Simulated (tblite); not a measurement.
Compound: C3H4NO (doublet state).
Geometry (GFN2-xTB, Å), atoms numbered from 1 in this order:
```
atom  x, y, z in Å
N1     2.144    0.556   -0.109
C2     1.273   -0.291   -0.101
C3    -0.075   -0.560    0.351
C4    -1.220   -0.075   -0.434
O5    -0.894    0.515    0.787
H6     2.150    1.472    0.342
H7    -0.193   -1.487    0.907
H8    -2.134   -0.657   -0.453
H9    -1.037    0.533   -1.315
```

Computed values, GFN2-xTB/tblite, gas phase, harmonic and unscaled. The method is semi-empirical: single wavenumbers can be off by several per cent or more. One conformer, not necessarily the lowest. Open shells enter through the occupations alone, without spin polarisation, and single modes of such species can be off by tens of per cent.

Harmonic wavenumbers (cm⁻¹): 101.2, 188.7, 366.4, 569.1, 644.1, 818.4, 859.5, 916.3, 971.8, 1019.7, 1061.0, 1087.5, 1113.8, 1239.4, 1344.4, 1464.9, 1956.7, 3000.2, 3029.0, 3034.2, 3131.1.

A = 15570, B = 3698, C = 3533 MHz; mass 70.029 u (most abundant isotopes); point group C1, symmetry number 1; spin multiplicity 2.

Question: What is the zero-point energy?

Answer: ½Σν̃ = 13959 cm⁻¹ = 39.91 kcal/mol.

Question: Give the ideal-gas entropy at 400 K and 1 bar in the rigid-rotor, harmonic-oscillator model (classical rotation).

Answer: Translation 40.14, rotation 25.75, vibration 12.53, spin (R ln 2) 1.38: S = 79.8 cal/(mol K).

Question: And Cp and H(400 K) − H(0)?

Answer: Cp = 23.72 cal/(mol K), of which vibrations give 15.77 (their classical limit is 21 R = 41.7); H(400 K) − H(0) = 6.02 kcal/mol without the zero-point energy, 2.84 from vibrations.

Question: Which modes carry the vibrational entropy at 400 K?

Answer: 101.2 cm⁻¹: 4.01; 188.7 cm⁻¹: 2.79; 366.4 cm⁻¹: 1.58; 569.1 cm⁻¹: 0.88; 644.1 cm⁻¹: 0.71; 818.4 cm⁻¹: 0.43 cal/(mol K); the other 15 give 2.13 together.

Question: How do the functions run with temperature in this model?

Answer: 
```
 T (K)  S (cal/(mol K))  Cp (cal/(mol K))  H − H(0) (kcal/mol)  G − H(0) (kcal/mol)  ln q(vib)
   150             63.0              12.7                 1.52                -7.93       0.69
   250             70.4              16.7                 2.98               -14.62       1.46
298.15             73.5              19.0                 3.84               -18.09       1.85
   600             90.8              30.7                11.51               -42.99       4.58
   900            104.6              37.0                21.75               -72.37       7.37
```

q(vib) and H(0) count from the zero-point level.

Hindered rotation and anharmonicity are outside this model. Other conformers, if any are populated, would add a mixing term that is left out. The structure is chiral; the term R ln 2 for an equal mix with its mirror image is left out.
